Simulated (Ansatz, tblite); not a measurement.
# The cluster MgBr2−: rung by rung

How do method and basis change the picture of the cluster MgBr2− (doublet)?

The runs use Ansatz 0.2.0, Gaussian basis; as each input shows.

Plan: GFN1-xTB, GFN2-xTB, PBE-D4/def2-TZVPD, r2SCAN-D4/def2-TZVPD, B2PLYP/def2-TZVPD, revPBE-D4/def2-TZVPD, HSE06-D4/def2-TZVPD, BHLYP-D4/def2-TZVPD, LC-ωPBE/def2-TZVPD, LC-ωPBE(0.10)/def2-TZVPD, LC-ωPBE(0.15)/def2-TZVPD, LC-ωPBE(0.20)/def2-TZVPD, LC-ωPBE(0.30)/def2-TZVPD, PBE-D4/def2-SVPD, PBE0-D4/def2-SVPD, CCSD(T)/def2-SVPD, MP2/def2-TZVPD, RPA/def2-TZVPD.

1 further run of the same task is left out (set aside as unsound or not needed). Runs told in other sessions of the task aren't counted.

### Step 1. The geometry

The geometry is that of the doublet, from an earlier relaxation (r2SCAN-D4/def2-TZVPD). At that level it is the lowest of the isomers that a small search found.

3 atoms, charge -1, spin multiplicity 2.

Bond lengths: Mg1–Br2 2.483 Å, Mg1–Br3 2.483 Å. Angles: Br2–Mg1–Br3 117.8°.

Coordinates:

```xyz
3
Br2Mg
Mg   -0.2627   -0.8135   -0.0277
Br   -1.8892    1.0623   -0.0759
Br    2.1519   -0.2488    0.1036
```

The ion is computed in the gas phase, without counter-ions or solvent.

PBE0-D4/def2-TZVPD was run before; its log isn't repeated, and its numbers join the tables.

### Step 2. GFN1-xTB

Tight binding, by tblite at 300 K electronic temperature and without a spin-polarisation term:

```python
tblite.interface.Calculator('GFN1-xTB', numbers, positions, charge=-1, uhf=1).singlepoint()
```

Energy -237.4869 eV; 0.002 s.

### Step 3. GFN2-xTB

Tight binding, by tblite at 300 K electronic temperature and without a spin-polarisation term:

```python
tblite.interface.Calculator('GFN2-xTB', numbers, positions, charge=-1, uhf=1).singlepoint()
```

Energy -245.8916 eV; 0.003 s.

### Step 4. PBE-D4/def2-TZVPD

start.molden holds the orbitals of an earlier run on this state, given as this run's starting guess.

Contents of in.yaml:

```yaml
crystal:
  periodic: [false, false, false]
  atoms:
    - {symbol: Mg, position_ang: [-0.262718, -0.813515, -0.027664]}
    - {symbol: Br, position_ang: [-1.889190, 1.062280, -0.075926]}
    - {symbol: Br, position_ang: [2.151907, -0.248775, 0.103590]}
basis:
  gaussian: {orbitals: def2-TZVPD, initial_orbitals: start.molden}
total_charge: -1
magnetization: {spin_polarized: true, initial_magnetization: 1}
hamiltonian: {xc: pbe, dispersion: d4}
scf: {omitted_lower_state_checks: [starts]}
output: {forces: true, orbitals: {seedname: orbitals}}
```

Started as:

```
$ ansatz run in.yaml --threads 4 --pin off --events-out ev --progress --plain --max-ram 3916MiB
```

Further steps of the session: r2SCAN-D4/def2-TZVPD; B2PLYP/def2-TZVPD; revPBE-D4/def2-TZVPD; HSE06-D4/def2-TZVPD; BHLYP-D4/def2-TZVPD; LC-ωPBE/def2-TZVPD; LC-ωPBE(0.10)/def2-TZVPD; LC-ωPBE(0.15)/def2-TZVPD; LC-ωPBE(0.20)/def2-TZVPD; LC-ωPBE(0.30)/def2-TZVPD; PBE-D4/def2-SVPD; PBE0-D4/def2-SVPD; CCSD(T)/def2-SVPD; MP2/def2-TZVPD; RPA/def2-TZVPD.

**Question.** What will the summary of the whole plan be? Wanted: gap in def2-TZVPD, named functionals, smallest and largest; gap over the ω; correlation energy, CCSD(T)/def2-SVPD; correlation energy, MP2/def2-TZVPD; ⟨S²⟩ in def2-TZVPD, named functionals, smallest and largest; PBE0 total energy, smallest basis above largest.

**Answer**, as computed:

```
                                                   quantity                                value
 gap in def2-TZVPD, named functionals, smallest and largest  1.13 eV (PBE-D4), 6.11 eV (LC-ωPBE)
                                    gap over the ω (1/bohr)       3.78 eV at 0.1, 6.11 eV at 0.4
                      correlation energy, CCSD(T)/def2-SVPD                            -14.28 eV
                         correlation energy, MP2/def2-TZVPD                            -20.22 eV
⟨S²⟩ in def2-TZVPD, named functionals, smallest and largest                         0.751, 0.751
            PBE0 total energy, smallest basis above largest     18.75 eV (def2-SVPD, def2-TZVPD)
```

**Reading.** Over the named functionals in def2-TZVPD the gap runs from 1.13 eV (PBE-D4) to 6.11 eV (LC-ωPBE); exact exchange widens it. Raising the ω (1/bohr) from 0.1 to 0.4 moves the HOMO by -1.40 eV and the LUMO by +0.93 eV. PBE-D4, revPBE-D4, r2SCAN-D4, HSE06-D4 put the HOMO above zero; others here keep it below zero, so the sign hangs on the functional's self-interaction and doesn't show that the species is unbound.
